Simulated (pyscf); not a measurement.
This saddle point was located with ωB97X-D3(BJ)/def2-SVP in PySCF.

```
C
H 1 1.0996
H 1 1.1016 2 111.18
H 1 1.1071 2 106.29 3 112.84
H 1 1.4165 2 120.15 4 82.33
F 5 1.1910 1 155.36 2 85.16
Ga 5 1.8358 6 76.36 1 -1.88
F 7 1.7423 5 120.67 6 86.50
F 7 1.7430 8 119.08 6 132.22
```

Surface: singlet, charge 0. Lowest wavenumbers (cm⁻¹): 1182i, 109, 129, 170, 186.

Problem. Name the species on either side of this saddle.

Solution. H₃C–Ga(F)–F + hydrogen fluoride (HF) <-> methane (CH₄) + F–Ga(F)–F, a four-centre exchange read from left to right: C–Ga, F–H broken and C–H, F–Ga formed. At ωB97M-D3(BJ)/def2-TZVP it lies +0.55 eV from the left side and +1.20 eV from the right (each side as separated species at their lowest minima found). On the reactant side the descent ends in an adduct with a F–Ga contact (not fully relaxed), 0.57 eV under the separated species and 1.08 eV under the saddle at ωB97X-D3(BJ)/def2-TZVP. On the product side the descent ends in a complex, 0.30 eV under the separated species and 1.45 eV under the saddle at ωB97X-D3(BJ)/def2-TZVP. What is counted as formed (F–Ga) is already present as a longer contact in the reactant adduct; forming that adduct is a step of its own. One saddle was located; it need not be the lowest between these sides. Elements up to Kr have no core potential and no relativistic terms here.
